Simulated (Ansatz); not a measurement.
C2HN (SMILES [CH]C#N): where methods fail along a bond

The species is C2HN (4 atoms), meant as a triplet with charge 0. As SMILES, `[CH]C#N`. The N3–C2 distance was set to 1.497 Å, away from the relaxed value.

```xyz
4

C     0.8103   -0.5149    0.1585
C    -0.2598    0.1436   -0.0377
N    -1.5234    0.9143   -0.2641
H     1.7312   -1.0055    0.2791
```

The C2–N3 distance is scanned; the parts on either side stay rigid. Basis STO-3G, 3 core orbitals frozen in the correlated methods; program Ansatz 0.2.0. FCI is exact within this basis and core. Energies in eV from each method's value at 1.497 Å; open shells run as named; a dash marks a point that is missing or didn't converge. The shape above is that at 1.497 Å.

| distance (Å) | U-revPBE | U-r2SCAN0 | UMP2 | UCCSD(T) | UCCSDT | UCCSDTQ | FCI |
| --- | --- | --- | --- | --- | --- | --- | --- |
| 1.198 | -0.17 | -0.48 | -0.30 | 0.06 | 0.07 | 0.09 | 0.09 |
| 1.497 | 0.00 | 0.00 | 0.00 | 0.00 | 0.00 | 0.00 | 0.00 |
| 1.797 | 1.59 | 1.79 | 1.83 | 1.35 | 1.31 | 1.28 | 1.27 |
| 2.396 | 4.47 | 4.25 | 3.40 | 3.43 | 3.40 | 3.32 | 3.31 |
| 2.994 | 5.30 | 4.72 | 3.57 | 3.69 | 3.71 | – | 3.68 |

Departure from the FCI curve at its largest: U-revPBE +1.62 eV at 2.99 Å; U-r2SCAN0 +1.04 eV at 2.99 Å; UMP2 +0.55 eV at 1.80 Å; UCCSD(T) +0.12 eV at 2.40 Å; UCCSDT +0.09 eV at 2.40 Å; UCCSDTQ +0.01 eV at 2.40 Å. For the functionals part of the departure is owed to the small basis.
